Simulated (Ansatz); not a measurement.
Input:

```yaml
crystal:
  periodic: [false, false, false]
  atoms:
    - { symbol: Al, position_ang: [-1.85753, -1.84054, 0.05145] }
    - { symbol: S, position_ang: [-0.35532, -0.6392, 1.12147] }
    - { symbol: Si, position_ang: [0.90148, 0.85817, 0.19653] }
    - { symbol: H, position_ang: [-0.65843, -1.29387, 2.29787] }
    - { symbol: H, position_ang: [0.2017, 1.42446, -0.94886] }
    - { symbol: H, position_ang: [1.09684, 1.81806, 1.2716] }
    - { symbol: H, position_ang: [2.12675, 0.17345, -0.18567] }
magnetization:
  spin_polarized: true
  initial_magnetization: 1
basis:
  gaussian: { orbitals: "6-31G*" }
hamiltonian:
  xc: b3lyp
relax:
  f_tol: 0.02
  max_steps: 50
```

Run as:

```bash
$ ansatz run input.yaml --threads 2 --pin off --max-ram 3072MiB --backend cpu --events-out ev --progress --plain --runs-dir out
```

Hardware: 2 threads of Arm Neoverse V2 (shared host).

**Question.** Roughly how long does this run take, and how much memory?

**Answer.** 45 s, with a peak of 0.18 GiB, for 23 ionic steps.
